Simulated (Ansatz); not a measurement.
Results of LDA in Ansatz (plane waves, PAW) for rock-salt ZrC.

Run with plane-wave cutoff 520 eV, 16×16×16 k mesh, Fermi–Dirac smearing 0.1 eV, perturbation theory, force constants from a 4×4×4 q mesh, scalar-relativistic PAW data made under PBE.

Computed at the level's own relaxed cell. Harmonic vibrational thermodynamics at fixed volume:

```json
[
 {"T (K)": "0", "S_vib (J/K per mol of atoms)": "0.00", "C_V (J/K per mol of atoms)": "0.00", "F_vib (eV/atom)": "0.0715"},
 {"T (K)": "100", "S_vib (J/K per mol of atoms)": "…", "C_V (J/K per mol of atoms)": "…", "F_vib (eV/atom)": "…"},
 {"T (K)": "400", "S_vib (J/K per mol of atoms)": "…", "C_V (J/K per mol of atoms)": "…", "F_vib (eV/atom)": "…"},
 {"T (K)": "500", "S_vib (J/K per mol of atoms)": "…", "C_V (J/K per mol of atoms)": "…", "F_vib (eV/atom)": "…"},
 {"T (K)": "700", "S_vib (J/K per mol of atoms)": "…", "C_V (J/K per mol of atoms)": "…", "F_vib (eV/atom)": "…"},
 {"T (K)": "800", "S_vib (J/K per mol of atoms)": "…", "C_V (J/K per mol of atoms)": "…", "F_vib (eV/atom)": "…"},
 {"T (K)": "1000", "S_vib (J/K per mol of atoms)": "…", "C_V (J/K per mol of atoms)": "…", "F_vib (eV/atom)": "…"}
]
```

**Question.** Complete the blanks.

**Answer.** 
- 100, S_vib (J/K per mol of atoms): 2.71
- 100, C_V (J/K per mol of atoms): 6.14
- 100, F_vib (eV/atom): 0.0707
- 400, S_vib (J/K per mol of atoms): 21.95
- 400, C_V (J/K per mol of atoms): 20.92
- 400, F_vib (eV/atom): 0.0311
- 500, S_vib (J/K per mol of atoms): 26.77
- 500, C_V (J/K per mol of atoms): 22.21
- 500, F_vib (eV/atom): 0.0058
- 700, S_vib (J/K per mol of atoms): 34.47
- 700, C_V (J/K per mol of atoms): 23.48
- 700, F_vib (eV/atom): -0.0581
- 800, S_vib (J/K per mol of atoms): 37.63
- 800, C_V (J/K per mol of atoms): 23.80
- 800, F_vib (eV/atom): -0.0955
- 1000, S_vib (J/K per mol of atoms): 42.99
- 1000, C_V (J/K per mol of atoms): 24.20
- 1000, F_vib (eV/atom): -0.1792

The crystal is taken as a harmonic solid at every temperature: melting, phase changes and thermal expansion are not seen, nor the electrons' share in a metal.

Ansatz is an electronic-structure program.
